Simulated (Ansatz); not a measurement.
# AlBH6Si: the cost of one run

Program: Ansatz 0.2.0. Level of theory: RKS PBE0/def2-SVP. These are calculated values, not measurements.

### 1 The structure to begin with

Bond lengths: B1–Al2 2.025 Å, Al2–Si3 2.342 Å, B1–H4 1.132 Å, B1–H5 1.236 Å, Al2–H6 1.614 Å, Si3–H7 1.515 Å, Si3–H8 1.410 Å, Si3–H9 1.531 Å. Angles: B1–Al2–Si3 117.4°, B1–Al2–H6 119.2°, Si3–Al2–H6 120.3°, Al2–B1–H4 122.5°, Al2–B1–H5 120.2°, H4–B1–H5 117.3°, Al2–Si3–H7 109.3°, Al2–Si3–H8 111.3°, Al2–Si3–H9 109.1°, H7–Si3–H8 109.2°, H7–Si3–H9 107.0°, H8–Si3–H9 110.9°.

As a file:

```xyz
9

B    -1.0795    0.9171   -1.5173
Al   -0.0162    0.8904    0.2054
Si    0.6660   -1.1969    1.0207
H    -1.4693   -0.0268   -2.0052
H    -1.3462    1.9919   -2.0670
H     0.7279    2.2376    0.6913
H     2.0092   -1.5566    0.4184
H    -0.2697   -2.2017    0.7006
H     0.8662   -1.1012    2.5359
```

### 2 End point A

input.yaml reads:

```yaml
crystal:
  periodic: [false, false, false]
  atoms:
    - { symbol: B, position_ang: [-1.0795, 0.9171, -1.5173] }
    - { symbol: Al, position_ang: [-0.0162, 0.8904, 0.2054] }
    - { symbol: Si, position_ang: [0.666, -1.1969, 1.0207] }
    - { symbol: H, position_ang: [-1.4693, -0.0268, -2.0052] }
    - { symbol: H, position_ang: [-1.3462, 1.9919, -2.067] }
    - { symbol: H, position_ang: [0.7279, 2.2376, 0.6913] }
    - { symbol: H, position_ang: [2.0092, -1.5566, 0.4184] }
    - { symbol: H, position_ang: [-0.2697, -2.2017, 0.7006] }
    - { symbol: H, position_ang: [0.8662, -1.1012, 2.5359] }
basis:
  gaussian: { orbitals: def2-SVP }
hamiltonian:
  xc: pbe0
relax:
  f_tol: 0.015
  max_steps: 40
output:
  orbitals: {}
```

Command:

```
$ ansatz run input.yaml --threads 1 --pin off --max-ram 2048MiB --backend cpu --events-out ev --progress --plain --runs-dir out
```

Q: Estimate wall time and peak memory on 1 thread of Intel Xeon 6975P-C (Granite Rapids), shared host.

About 26 s, with a peak of 0.17 GiB.
